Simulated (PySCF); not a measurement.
BH: frontier orbitals

ωB97M-V at R = 1.241 Å; basis B def2-TZVPPD, H def2-TZVPPD; no relativity; PySCF 2.14. State: ¹Σ⁺ (singlet), closed shell. Only the outer orbitals are listed, counted within each symmetry.

| orbital | occ. | ε (eV) | on B (%) | main shells (%) |
| --- | --- | --- | --- | --- |
| 2σ | 2 | -15.95 | 66 | 54 B s, 34 H s, 11 B p |
| 3σ | 2 | -8.91 | 88 | 49 B p, 38 B s, 11 H s |
| 1π | 0 | -0.28 | 104 | 103 B p |
| 1π | 0 | -0.28 | 104 | 103 B p |
| 4σ | 0 | 0.93 | 99 | 98 B s |

Problem. Which are the highest filled and the lowest empty level, where do they sit, and how wide is the gap?

Solution. Highest filled 3σ at -8.91 eV (in %: 49 B p, 38 B s, 11 H s); lowest empty 1π at -0.28 eV (in %: 103 B p); the gap at ωB97M-V is 8.63 eV.

The bond order (Mayer) is 0.95 and the ⟨S²⟩ is 0.000. The charge on B (Mulliken, basis-dependent) is -0.09. The charge on B (Löwdin, basis-dependent) is 0.24 and the dipole moment (positive dipole means B(−)H(+)) is 1.50 D.

Shares are Mulliken populations and can fall outside 0 to 100 %.
